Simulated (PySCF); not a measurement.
Species: C5H10S.
SMILES with atom numbers: `[SH:1][CH:2]1[CH2:3][CH2:4][CH2:5][CH2:6]1` (hydrogens: H7 on S1; H8 on C2; H9, H10 on C3; H11, H12 on C4; H13, H14 on C5; H15, H16 on C6)

The same species was optimised twice, with GFN2-xTB and with PBE0-D3(BJ)/def2-SVP (PySCF), and the same property calculations (PySCF, gas phase) were run on both structures.

```tsv
coordinate	GFN2-xTB	PBE0-D3(BJ)/def2-SVP	change
C4–C5 (Å)	1.542	1.549	+0.007
C2–C6 (Å)	1.524	1.529	+0.005
C2–C3 (Å)	1.524	1.529	+0.005
S1–C2 (Å)	1.835	1.831	-0.004
C3–C4 (Å)	1.534	1.537	+0.003
C5–C6 (Å)	1.534	1.537	+0.003
S1–C2–C6 (°)	112.2	113.5	+1.3
S1–C2–C3 (°)	112.1	113.4	+1.3
C3–C2–C6 (°)	103.7	102.5	-1.2
C3–C4–C5 (°)	106.2	105.8	-0.4
C4–C5–C6 (°)	106.2	105.8	-0.4
C2–C6–C5 (°)	104.9	104.5	-0.4
C2–C3–C4 (°)	104.9	104.5	-0.4
```

Rotational constants: A = 4639, B = 2231, C = 2010 MHz (GFN2-xTB) against A = 4597, B = 2215, C = 2008 MHz (PBE0-D3(BJ)/def2-SVP). Point groups within 0.08 Å: Cs and Cs.

On the GFN2-xTB structure: HOMO (eV) -6.67 [PBE0/pcSseg-1]; LUMO (eV) 0.66 [PBE0/pcSseg-1]; dipole (D) 1.97 [PBE0/pcSseg-1]; GIAO shielding of S1 (ppm) 544.8 [PBE0/pcSseg-1]; GIAO shielding of C2 (ppm) 138.8 [PBE0/pcSseg-1]; GIAO shielding of C3/C6 (mean) (ppm) 146.6 [PBE0/pcSseg-1]; GIAO shielding of C4/C5 (mean) (ppm) 164.0 [PBE0/pcSseg-1].

**Question.** What do these properties become on the PBE0-D3(BJ)/def2-SVP structure?

**Answer.** 
| property | level | on GFN2-xTB | on PBE0-D3(BJ)/def2-SVP | change |
| --- | --- | --- | --- | --- |
| HOMO (eV) | PBE0/pcSseg-1 | -6.67 | -6.69 | -0.02 |
| LUMO (eV) | PBE0/pcSseg-1 | 0.66 | 0.62 | -0.04 |
| dipole (D) | PBE0/pcSseg-1 | 1.97 | 1.93 | -0.04 |
| energy, GFN2-xTB geometry as zero (kcal/mol) | PBE0/pcSseg-1 | 0.0 | -0.6 | -0.6 |
| GIAO shielding of S1 (ppm) | PBE0/pcSseg-1 | 544.8 | 552.4 | +7.6 |
| GIAO shielding of C2 (ppm) | PBE0/pcSseg-1 | 138.8 | 137.7 | -1.1 |
| GIAO shielding of C3/C6 (mean) (ppm) | PBE0/pcSseg-1 | 146.6 | 145.3 | -1.3 |
| GIAO shielding of C4/C5 (mean) (ppm) | PBE0/pcSseg-1 | 164.0 | 162.7 | -1.3 |

The heavy atoms differ by 0.016 Å rms after alignment. Among bonds between heavy atoms C4–C5 changes most (+0.007 Å). Changes are differences of the printed values. Neither structure is proved a minimum here.
